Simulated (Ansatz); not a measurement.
What does this script print? It uses the Python package of Ansatz (0.2.0).

`freq.py`:
```python
# -*- coding: utf-8 -*-
import warnings

import ansatz as az
import numpy as np

warnings.simplefilter('ignore', az.DeckWarning)

geometry_ang = [
    ('C', (0.8033, -0.0624, -0.5408)),
    ('C', (-0.5617, -0.0556, -0.0165)),
    ('S', (0.3882, 1.4519, 0.427)),
    ('H', (1.45, -0.7193, 0.0786)),
    ('H', (-0.741, -0.7412, 0.8389)),
    ('H', (-1.3387, 0.1265, -0.7871)),
]
system = az.Crystal.molecule()
for symbol, xyz in geometry_ang:
    system = system.atom(symbol, xyz)

base = (
    system.calculation()
    .basis(gaussian='6-31G*')
    .functional('HF')
    .spin('collinear', total=1)
    .scf(lower_state_search='off')
)
symbols = [site.symbol for site in system.cartesian_sites]
start = np.array([site.position_ang for site in system.cartesian_sites], dtype=float)
def progress(event):
    if event['event'] == 'relax_step':
        row = event['data']
        print(f'step {row["step"]:3d}  E = {row["lagrangian_ev"]:.6f} eV  largest force component {row["allowed_force_max_ev_ang"]:.4f} eV/A')


r = base.relax(force_tolerance=0.003).session().plan().execute(on_event=progress).report
end = np.array(r['positions_ang'])

print('final positions (A) and the move of each atom')
for symbol, xyz, old in zip(symbols, end, start):
    print(f'{symbol:2s} {xyz[0]:10.5f} {xyz[1]:10.5f} {xyz[2]:10.5f}   {np.linalg.norm(xyz - old):7.4f}')

minimum = az.Crystal.molecule()
for symbol, place in zip(symbols, end):
    minimum = minimum.atom(symbol, place.tolist())
vibrating = (
    minimum.calculation()
    .basis(gaussian='6-31G*')
    .functional('HF')
    .spin('collinear', total=1)
    .scf(lower_state_search='off')
    .phonons(temperatures=(200, 600, 100))
)
vib = vibrating.run().report['vibrations']
sums = vib['harmonic_sums']
modes = [m['omega_inv_cm'] for m in sums['modes_at_gamma'] if m['rigid_motion'] == 'no']
print('frequencies (1/cm):', ' '.join(f'{w:.0f}' for w in modes))
print('imaginary modes:', sum(w < 0 for w in modes), ' zero-point energy:', round(sums['zero_point_energy_ev'], 4), 'eV')
print('T (K)   F_vib (eV)   S_vib (meV/K)   C_vib (meV/K)')
for row in zip(sums['temperatures_k'], sums['vibrational_free_energy_ev'], vib['entropy_ev_per_k'], vib['heat_capacity_ev_per_k']):
    print(f'{row[0]:6.1f} {row[1]:11.4f} {1000 * row[2]:13.4f} {1000 * row[3]:15.4f}')
```

```console
$ python freq.py
step   1  E = -12922.432936 eV  largest force component 3.5352 eV/A
step   2  E = -12922.818780 eV  largest force component 1.5911 eV/A
step   3  E = -12922.913708 eV  largest force component 0.4392 eV/A
step   4  E = -12922.922326 eV  largest force component 0.1392 eV/A
step   5  E = -12922.922432 eV  largest force component 0.0544 eV/A
step   6  E = -12922.922992 eV  largest force component 0.0157 eV/A
step   7  E = -12922.923003 eV  largest force component 0.0055 eV/A
step   8  E = -12922.923004 eV  largest force component 0.0004 eV/A
final positions (A) and the move of each atom
C     0.82056   -0.05958   -0.38031    0.1614
C    -0.58245   -0.06865   -0.00361    0.0277
S     0.38238    1.43559    0.41130    0.0234
H     1.61062   -0.72260   -0.08760    0.2312
H    -0.91007   -0.66452    0.83154    0.1858
H    -1.32094    0.07967   -0.77122    0.0525
frequencies (1/cm): 660 776 826 1007 1046 1172 1202 1275 1631 3309 3396 3409
imaginary modes: 0  zero-point energy: 1.2219 eV
T (K)   F_vib (eV)   S_vib (meV/K)   C_vib (meV/K)
 200.0      1.2216        0.0094          0.0445
 300.0      1.2190        0.0471          0.1559
 400.0      1.2113        0.1091          0.2793
 500.0      1.1968        0.1832          0.3853
 600.0      1.1745        0.2613          0.4703
```

These settings explore the input space; basis and method may be short of convergence. The frequencies are harmonic and unscaled, in a modest basis. The result belongs to the one conformer reached from this start, and soft torsions count as harmonic oscillators. The species is open-shell (spin multiplicity 2). Timing: 28 s on 1 thread of Arm Neoverse V1, on a shared host, peak memory 0.18 GiB.

(A comment or docstring line of the script was reworded after the run, the code is as it ran; lines on the test bed's own set-up are left out of the output.)
